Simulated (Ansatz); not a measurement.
**BClH₄Si (SMILES B[SiH2]Cl): single points off equilibrium**

One table from this session's results is given with a row withheld; the runs are named, their logs left out.

Program: Ansatz 0.2.0, Gaussian basis. Level of theory: single points in def2-TZVPP. These are calculated values, not measurements.

Cores are frozen in the correlated methods.

## The starting structure

SMILES `B[SiH2]Cl`, 7 atoms, charge 0, spin multiplicity 1.

Atoms are counted from 1 here; the program's logs count them from 0.

Bond lengths: B1–Si2 2.072 Å, B1–H4 1.333 Å, B1–H5 1.149 Å, Si2–Cl3 2.111 Å, Si2–H6 1.539 Å, Si2–H7 1.369 Å. Angles: Si2–B1–H4 118.9°, Si2–B1–H5 122.3°, H4–B1–H5 118.7°, B1–Si2–Cl3 110.0°, B1–Si2–H6 108.2°, B1–Si2–H7 125.3°, Cl3–Si2–H6 104.8°, Cl3–Si2–H7 104.6°, H6–Si2–H7 102.1°.

Coordinates:

```xyz
7

B    -1.0979    0.0685   -0.6769
Si    0.6391   -0.1936    0.4224
Cl    1.8890    1.4943    0.2119
H    -1.7590   -1.0076   -1.1039
H    -1.5316    1.1087   -0.9013
H     0.2650   -0.2206    1.9155
H     1.4863   -1.2641    0.3189
```

Set-up of the first run:

run/in.yaml reads:

```yaml
crystal:
  periodic: [false, false, false]
  atoms:
    - {symbol: B, position_ang: [-1.097900, 0.068500, -0.676900]}
    - {symbol: Si, position_ang: [0.639100, -0.193600, 0.422400]}
    - {symbol: Cl, position_ang: [1.889000, 1.494300, 0.211900]}
    - {symbol: H, position_ang: [-1.759000, -1.007600, -1.103900]}
    - {symbol: H, position_ang: [-1.531600, 1.108700, -0.901300]}
    - {symbol: H, position_ang: [0.265000, -0.220600, 1.915500]}
    - {symbol: H, position_ang: [1.486300, -1.264100, 0.318900]}
basis:
  gaussian: {orbitals: def2-TZVPP}
correlation: {method: ccsd_t}
output: {forces: true}
```

The command line of these runs was not kept.

Steps of the session up to this table: CCSD(T)/def2-TZVPP; PBE0-D4/def2-TZVPP; wB97M-V/def2-TZVPP; r2SCAN-D4/def2-TZVPP; PBE-D4/def2-TZVPP; BLYP-D4/def2-TZVPP; CAM-B3LYP-D4/def2-TZVPP.

One table of the session follows, with a row left open; its other results are not shown here.

```
      method  RMS force component (eV/Å)  angle to CCSD(T) forces (°)  dipole (D)
     CCSD(T)                       1.324                    reference        1.86
     PBE0-D4                       1.339                          3.1        1.88
     wB97M-V                       1.308                          2.4        1.87
   r2SCAN-D4                       1.324                          3.2        1.82
      PBE-D4                       1.323                          7.1        1.72
     BLYP-D4                       1.270                          6.4        1.72
CAM-B3LYP-D4                           ?                            ?           ?
```

Q: Estimate the row for CAM-B3LYP-D4 from the others.

**Answer.** RMS force component (eV/Å): 1.318; angle to CCSD(T) forces (°): 2.0; dipole (D): 1.94. In the column «RMS force component (eV/Å)» it lies between wB97M-V (1.308) and PBE-D4 (1.323).
